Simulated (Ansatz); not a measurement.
A structure relaxed at PBE-D4/def2-TZVP in Ansatz, charge 0, singlet:

```xyz
7

Al    0.219   -0.872   -0.563
H    -0.865   -2.043   -0.688
H     1.609   -1.023   -1.340
C    -0.170    0.730    0.498
H    -0.729    1.454   -0.122
H     0.739    1.243    0.844
H    -0.803    0.512    1.370
```

Q: Give its formula, name or SMILES.

A: AlH2Me (CH₅Al).

Q: Summarise the bond lengths by kind (pairs closer than 1.2 times the sum of covalent radii, bridged metal pairs left out).

A: 1 × Al–C 1.96 Å; 3 × C–H 1.10 Å; 2 × Al–H 1.60 Å.
